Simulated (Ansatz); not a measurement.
# AlO+ (triplet): the correlation ladder at distance Al1–O2 = 4.691 Å, 6-31G

Aim: climb from Hartree-Fock through coupled cluster and multireference methods for AlO+ (triplet) at one geometry and basis, and see what each rung misses.

Computed with Ansatz 0.2.0, Gaussian basis. Level: 6-31G, core rule «outside noble gas», up to 6 orbitals frozen.

The runs, in order: UHF; CCSD(T) on ROHF; CCSD(T) on UHF; BCCD(T) on ROHF; CISD; CCSDT(Q) on ROHF; CCSDT(Q) on UHF; CISDTQ; CCSDTQ on ROHF; CCSDTQ on UHF; CASSCF and MRCISD+Q, 4 electrons in 4 orbitals; CASSCF and NEVPT2, 4 electrons in 4 orbitals; CASSCF and MRCISD+Q, 8 electrons in 8 orbitals; CASSCF and MRCISD+Q(relaxed), 8 electrons in 8 orbitals; CASSCF and NEVPT2, 8 electrons in 8 orbitals; Full CI.

38 further runs of the same task are left out: 18 for a known fault of the program, 17 that didn't finish, 3 set aside as unsound or not needed.

## 1. The system

The geometry derives from a PBE0/def2-TZVP stationary point (not a proven minimum). One bond is set to the value named and the two fragments are kept rigid.

2 atoms, charge 1, spin multiplicity 3.

Atoms are counted from 1 here; the program's logs count them from 0.

No contacts short enough for the rule that draws bonds.

Geometry (Å):

```
Al    0.0000    0.0000    0.0000
O     0.0000    0.0000    4.6910
```

## 2. UHF

in.yaml reads:

```yaml
crystal:
  periodic: [false, false, false]
  atoms:
    - {symbol: Al, position_ang: [0.000000, 0.000000, 0.000000]}
    - {symbol: O, position_ang: [0.000000, 0.000000, 4.691000]}
basis:
  gaussian: {orbitals: 6-31G}
total_charge: 1
magnetization: {spin_polarized: true, initial_magnetization: 2}
hamiltonian: {xc: hf}
output: {orbitals: {seedname: orbitals}}
```

Command:

```console
$ ansatz run in.yaml --threads 1 --pin off --events-out ev --progress --plain --max-ram 2393MiB
```

The runs that follow: CCSD(T) on ROHF; CCSD(T) on UHF; BCCD(T) on ROHF; CISD; CCSDT(Q) on ROHF; CCSDT(Q) on UHF; CISDTQ; CCSDTQ on ROHF; CCSDTQ on UHF; CASSCF and MRCISD+Q, 4 electrons in 4 orbitals; CASSCF and NEVPT2, 4 electrons in 4 orbitals; CASSCF and MRCISD+Q, 8 electrons in 8 orbitals; CASSCF and MRCISD+Q(relaxed), 8 electrons in 8 orbitals; CASSCF and NEVPT2, 8 electrons in 8 orbitals; Full CI.

**Question.** What will the summary of the whole plan be? Wanted: FCI below the RHF energy; RMP2 from FCI; UMP2 from FCI; RCCSD from FCI; RCCSD(T) from FCI; UCCSD(T) from FCI; RCCSDT(Q) from FCI; UCCSDT(Q) from FCI; NEVPT2 pair from FCI.

**Answer**, as computed:

| quantity | value |
| --- | --- |
| FCI below the RHF energy | -2.6759 eV |
| RMP2 from FCI | +691.7 meV |
| UMP2 from FCI | +671.3 meV |
| RCCSD from FCI | +12.3 meV |
| RCCSD(T) from FCI | +2.6 meV |
| UCCSD(T) from FCI | +1.6 meV |
| RCCSDT(Q) from FCI | 0.0 meV |
| UCCSDT(Q) from FCI | -1.0 meV |
| NEVPT2 pair from FCI | +659.4 meV |
| MRCISD+Q pair from FCI | -6.9 meV |
| NEVPT2 valence from FCI | +484.1 meV |
| levels within 1 kcal/mol (43 meV) | RCCSD, UCCSD, RCCSD(T), UCCSD(T), BCCD(T), RCCSDT, UCCSDT, CISDTQ, RCCSDT(Q), UCCSDT(Q), RCCSDTQ, UCCSDTQ, MRCISD+Q pair, MRCISD valence, MRCISD+Q valence, MRCISD+Q(relaxed) valence |
| T1 diagnostic | 0.011 |
| effectively unpaired electrons | 2.07 |

RCCSD(T) lands +2.6 meV from the yardstick (0.1 % of the correlation energy). MRCISD+Q pair falls below full CI: the +Q correction isn't variational, and the cores differ from full CI's. One determinant dominates. Of the multireference levels listed MRCISD+Q(relaxed) valence comes nearest in total energy (+2.8 meV), which doesn't show that its space is the better one. These misses are within one basis, not against nature; the frozen cores of restricted and unrestricted runs differ, which can shift their rows.
